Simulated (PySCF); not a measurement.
Species: (chloromethyl)cyclopropane, C4H7Cl.
Structure used (GFN2-xTB), in Å, numbered top down from 1:
```xyz
12
C4H7Cl angstrom
Cl     2.2408   -1.5452    0.3607
C      1.4158    0.0401    0.2077
C      0.1106   -0.1150   -0.5141
C     -1.0098    0.8369   -0.2060
C     -1.0978   -0.5896    0.2366
H      1.2692    0.4132    1.2210
H      2.1034    0.6917   -0.3327
H      0.2178   -0.4429   -1.5405
H     -0.8394    1.5953    0.5429
H     -1.6355    1.1655   -1.0212
H     -0.9847   -0.8050    1.2879
H     -1.7892   -1.2458   -0.2683
```

Computed with PBE0/pcSseg-1 in PySCF (dipole) on a GFN2-xTB geometry, gas phase.

Take the most abundant isotopes and a rigid rotor. The values belong to one conformer with, in the numbering `[Cl:1][CH2:2][CH:3]1[CH2:4][CH2:5]1`, Cl1–C2–C3–C4 151°.

Problem. Give the principal moments of inertia and the rotational constants in MHz.

Solution. Ia = 42.90, Ib = 244.57, Ic = 265.82 u·Å²; 505379 MHz·u·Å²/I gives A = 11781, B = 2066, C = 1901 MHz.

Problem. Classify the top.

Solution. A near-prolate asymmetric top: κ = (2 × 2066 − 11781 − 1901)/(11781 − 1901) = -0.97.

Problem. What does the inertial defect say?

Solution. Not planar: Δ = Ic − Ia − Ib = -21.65 u·Å². For a rigid frame Δ = −2 Σ m c², so Σ m c² = 10.83 u·Å² lies off the ab plane: 7.04 from hydrogen and 3.79 from heavier atoms. The atom farthest from that plane is 1.56 Å away.

Problem. Give the other two planar moments, Paa and Pbb, and the rms extents of the mass along the axes.

Solution. Paa = Σ m a² = (Ib + Ic − Ia)/2 = 233.75 and Pbb = Σ m b² = (Ia + Ic − Ib)/2 = 32.07 u·Å². With the mass M = 90.02 u, the rms extents √(P/M) along a, b and c are 1.61, 0.60, 0.35 Å.

Problem. Which lines would a microwave search look for?

Solution. The dipole components are |μa| = 2.03 D, |μb| = 0.94 D, |μc| = 0.16 D. The squared components, which scale the intensities, stand as 1.00 : 0.21 : 0.01 (a : b : c). Some lines, for components of 0.1 D or more:

```csv
type,branch,"J(Ka,Kc)",MHz,lower level (cm⁻¹)
a,R,"1(0,1) ← 0(0,0)",3968,0.000
b,Q,"3(1,2) ← 3(0,3)",10302,0.794
a,R,"3(2,2) ← 2(2,1)",11903,1.704
a,R,"3(2,1) ← 2(2,0)",11911,1.704
b,R,"1(1,1) ← 0(0,0)",13682,0.000
b,R,"2(1,2) ← 1(0,1)",17484,0.132
c,R,"2(2,0) ← 1(1,0)",37246,0.462
b,R,"2(2,0) ← 1(1,1)",37411,0.456
c,Q,"3(3,1) ← 3(2,1)",48976,2.102
b,Q,"3(3,0) ← 3(2,1)",48976,2.102
b,R,"3(3,1) ← 2(2,0)",60887,1.704
```

Problem. Estimate the classical rotational partition function at 50 K, 100 K and 200 K.

Solution. Point group C1, symmetry number σ = 1; q = (√π/σ)·√((kT/h)³/(ABC)), k/h = 20836.6 MHz/K: 8760 at 50 K, 24800 at 100 K, 70100 at 200 K.

Not checked by GFN2-xTB frequencies. Zero-point vibration and centrifugal distortion are left out. Quadrupole hyperfine structure (35Cl) is left out.

The run took about 15 s of CPU time (one thread, shared machine). This is the PBE0/pcSseg-1 job that gave the dipole, with the shieldings it also computed.
